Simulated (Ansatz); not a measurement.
C3H5NO can be A, `C=C1NCO1`, or B, `COC1=NC1`.

Program: Ansatz. Geometries: PBE0-D4/def2-TZVP. ΔE: electronic, gas phase. CCSD(T)/CBS is the MP2 limit (def2-TZVPP, def2-QZVPP) plus CCSD(T) − MP2 in def2-TZVPP, frozen cores. DFT in def2-TZVPP. B3LYP here is the variant with VWN-RPA as its local correlation; programs differ in this.

A:

```xyz
10

C    -0.046   -0.037   -1.817
C    -0.130    0.037   -0.499
N     0.069   -0.845    0.578
C    -0.129    0.312    1.442
O    -0.481    1.102    0.299
H    -0.255    0.832   -2.422
H     0.217   -0.971   -2.290
H     0.945   -1.344    0.623
H    -0.960    0.224    2.147
H     0.770    0.691    1.939
```

B:

```xyz
10

C     1.153   -0.490   -1.226
O     0.327   -0.924   -0.138
C    -0.358    0.044    0.410
N    -0.564    1.272    0.324
C    -1.295    0.428    1.409
H     1.661   -1.379   -1.590
H     0.538   -0.051   -2.013
H     1.877    0.248   -0.876
H    -0.979    0.583    2.438
H    -2.361    0.270    1.262
```

Task: Which isomer does CCSD(T)/CBS put lower? Give the gap. (Estimate.)

Result: Ansatz gave: A, by 55.8 kJ/mol.

Task: Give E(B) − E(A) in kJ/mol with ωB97M-V, BLYP-D4, r2SCAN-D4, LDA (SPW92), B3LYP-D4, CCSD(T)/def2-TZVPP, MP2/def2-TZVPP. (An estimate is asked.)

Result: Ansatz gave: ωB97M-V 61.0, BLYP-D4 49.0, r2SCAN-D4 56.9, LDA (SPW92) 76.9, B3LYP-D4 56.0, CCSD(T)/def2-TZVPP 52.4, MP2/def2-TZVPP 47.1. None reverses the order clearly.

Task: Does the order hold for the free energy at 298.15 K (harmonic terms from PBE0-D4)? (Best estimate.)

Result: Ansatz gave: Yes: G(B) − G(A) = +49.2 kJ/mol.

Largest T1 diagnostic: 0.013.

From PBE to PBE0 (25 % exact exchange), in def2-TZVPP and without D4, E(B) − E(A) moves by +7.3 kJ/mol. In def2-TZVPP, CCSD(T) changes the Hartree–Fock value by −8.3 kJ/mol (the triples alone add −3.4 kJ/mol) and MP2 by −13.6 kJ/mol.
